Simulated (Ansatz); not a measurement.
The same path of CH₅O₂S (9 atoms, charge 1, multiplicity 1) was run 3 times with different band settings. The coordinate that changes most is the dihedral H5–C1–O2–S3.

Method: RKS revPBE-D4/def2-SVP (Ansatz).

Relaxed end points:

```xyz
9
Properties=species:S:1:pos:R:3
C -0.788 1.137 0.828
O -0.657 0.699 -0.575
S -0.657 -0.842 -0.966
O 1.323 -1.277 -0.780
H 0.191 1.569 1.112
H -1.561 1.928 0.812
H -1.073 0.288 1.477
H 1.479 -2.092 -0.246
H 1.742 -1.410 -1.663
```

```xyz
9
Properties=species:S:1:pos:R:3
C -0.989 0.529 1.158
O -1.096 -0.193 -0.126
S -0.069 -1.341 -0.517
O 1.404 -0.248 -1.398
H -0.263 0.029 1.826
H -0.686 1.564 0.909
H -2.013 0.523 1.576
H 2.299 -0.476 -1.052
H 1.413 -0.387 -2.375
```

Common settings: spring 5.0 eV/Å²; start path IDPP; force threshold 0.05 eV/Å; iteration limit 60; end points relaxed.

| run | movable images | climbing image | optimiser | largest step |
| --- | --- | --- | --- | --- |
| 1 | 5 | yes | quadratic models (default) | default |
| 2 | 5 | yes | fire | 0.02 Å |
| 3 | 4 | no | quadratic models (default) | default |

Q: What does each run give, and how far can it be trusted?

A: Run 1: converged after 4 iterations, highest image 0.036 eV above the first end. A vibrational analysis at the climbing image gives one clearly imaginary mode, 118i cm⁻¹: a first-order saddle point.
Run 2: converged after 31 iterations, highest image 0.036 eV above the first end. Another band between the same ends (5 images) ends at a top of the same energy, where a vibrational analysis finds 1 clearly imaginary mode.
Run 3: converged after 4 iterations, highest image 0.034 eV above the first end. No image climbed, so the highest image needn't sit at the top of the path.
Limits of this set-up: the dipole of an ion depends on the origin.
